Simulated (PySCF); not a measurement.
LiS: frontier orbitals

PBE0 at R = 2.148 Å; Li def2-TZVP, S def2-TZVP; no relativity (PySCF 2.14). State: ²Π (doublet), unpaired electrons π ↑. Only the outer orbitals are listed, counted within each symmetry.

| spin | orbital | occ. | ε (eV) | on Li (%) | main shells (%) |
| --- | --- | --- | --- | --- | --- |
| α | 4σ | 1 | -55.73 | 100 | 100 Li s |
| α | 5σ | 1 | -17.24 | 2 | 98 S s |
| α | 2π | 1 | -7.14 | 3 | 97 S p |
| α | 6σ | 1 | -6.52 | 7 | 92 S p |
| α | 2π | 1 | -5.85 | 5 | 95 S p |
| α | 7σ | 0 | -1.43 | 99 | 78 Li s, 21 Li p |
| α | 3π | 0 | 0.53 | 99 | 99 Li p |
| α | 3π | 0 | 0.67 | 97 | 97 Li p |
| β | 4σ | 1 | -55.73 | 100 | 100 Li s |
| β | 5σ | 1 | -15.88 | 3 | 97 S s |
| β | 6σ | 1 | -6.17 | 8 | 91 S p |
| β | 2π | 1 | -5.49 | 6 | 94 S p |
| β | 2π | 0 | -2.77 | 12 | 88 S p, 12 Li p |
| β | 7σ | 0 | -1.38 | 99 | 76 Li s, 22 Li p |
| β | 3π | 0 | 0.68 | 96 | 96 Li p |

Q: Which are the highest filled and the lowest empty level, where do they sit, and how wide is the gap?

A: Highest filled β 2π at -5.49 eV (in %: 94 S p); lowest empty β 2π at -2.77 eV (in %: 88 S p, 12 Li p); the gap at PBE0 is 2.72 eV. Both belong to one degenerate shell, split only by its one-sided filling, so this is no excitation gap.

| Quantity | Value |
| --- | --- |
| bond order (Mayer) | 0.60 |
| ⟨S²⟩ | 0.755 |
| charge on Li (Mulliken, basis-dependent) | 0.68 |
| charge on Li (Löwdin, basis-dependent) | 0.40 |
| dipole moment (positive dipole means Li(−)S(+)) | -7.02 D |
| polarisability along the bond | 39.8 bohr³ |
| polarisability across the bond | 26.3 bohr³ |

The state was picked by a PBE0 search and need not be the measured ground state.
